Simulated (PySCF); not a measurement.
## SOF₂: calculation against measurement

Isolated SOF₂, optimised in PySCF with density fitting and no spin–orbit coupling; def2 sets carry scalar-relativistic core potentials from Rb on. All levels below give a singlet of Cs symmetry: PBE0/def2-TZVP S–F 1.588 Å (×2), S–O 1.419 Å, F–S–F 93.0°, F–S–O 106.5° (×2); B3LYP/def2-TZVP S–F 1.606 Å (×2), S–O 1.424 Å, F–S–F 93.1°, F–S–O 106.5° (×2); PBE/def2-TZVP S–F 1.629 Å (×2), S–O 1.440 Å, F–S–F 93.4°, F–S–O 106.6° (×2).

Counting electrons, sulfur keeps 2 of its valence electrons outside its bonds, so the VSEPR class is AX3E1 and the expected shape is trigonal pyramidal; with unlike ligands the computed point group is Cs.

Question: The measured mean polarisability is 3.927 Å³ (NIST CCCBDB Release 22 (SRD 101), experimental polarizabilities). What do the calculations give?

Answer: PBE0/def2-TZVP 3.31 Å³, B3LYP/def2-TZVP 3.37 Å³, PBE/def2-TZVP 3.55 Å³. Basis sets without diffuse functions underestimate polarisabilities.
